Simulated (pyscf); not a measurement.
Thermochemistry of product channels of F–Mo(F)(F)–F [singlet] + hydrogen chloride (HCl) on the singlet surface, in eV, from ωB97M-D3(BJ)/def2-TZVP energies (ideal gas, 1 atm, RRHO with modes under 100 cm⁻¹ raised to 100, one conformer, R ln 2 for chiral ones without a mode under 150 cm⁻¹). PySCF, gas phase, ωB97X-D3(BJ)/def2-SVP geometries.

```tsv
products	ΔE	ΔH(298 K)	ΔG(600 K)	ΔG(1200 K)
F–MoH(F)(F)(F)–Cl	+0.42	+0.49	+1.43	+2.34
hydrogen fluoride (HF) + F–Mo(F)(F)–Cl [singlet]	+0.02	+0.07	-0.01	-0.09
```

These are energies of the channels, which say nothing of barriers. The other spin state of F–Mo(F)(F)–Cl [singlet] is not in these data. F–Mo(F)(F)–F [singlet] is an excited spin state, 0.63 eV over the triplet at ωB97X-D3(BJ). 2 of the closed-shell references are unstable towards spin polarisation; treat their single-reference values with care. Elements past Kr carry the def2 core potentials, without spin-orbit coupling.
